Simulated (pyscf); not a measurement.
PySCF, gas phase, ωB97X-D3(BJ)/def2-SVP geometries. Correlated levels are frozen-core, on RHF or UHF. ΔMP2 is the change of the MP2 total energy from the triple- to the quadruple-zeta basis.

`[Al][Cl]` [singlet] + `[CH2]=[CH2]` → `[Al][CH2][CH2][Cl]` [singlet]
Surface: singlet. Broken: Al–Cl. Formed: Al–C, C–Cl. Give ΔE‡ and ΔE from CCSD(T)/def2-TZVPP + ΔMP2(QZVPP), relative to the separated reactants.

ΔE‡ = 33.6 kcal/mol, ΔE = +31.9 kcal/mol. Zero-point energy shifts the barrier by +1.2 kcal/mol. It is an addition across a multiple bond or ene-type step, with an imaginary mode of 336i cm⁻¹. On the reactant side the descent ends in a complex, 4.5 kcal/mol under the separated species and 34.3 kcal/mol under the saddle at ωB97X-D3(BJ)/def2-TZVP. At ωB97X-D3(BJ)/def2-TZVP the barrier from the zero used here is 29.9 kcal/mol. Al–CH₂–CH₂–Cl [singlet] lies 21.8 kcal/mol over its isomer cyclic C₂H₄AlCl (SMILES [Cl][Al]1[CH2][CH2]1) (electronic energy, ωB97M-D3(BJ)/def2-TZVP). This is the saddle that the search found; another between the same sides may lie lower. The CCSD(T) − MP2 part came from Ansatz, without density fitting, on the same reference.
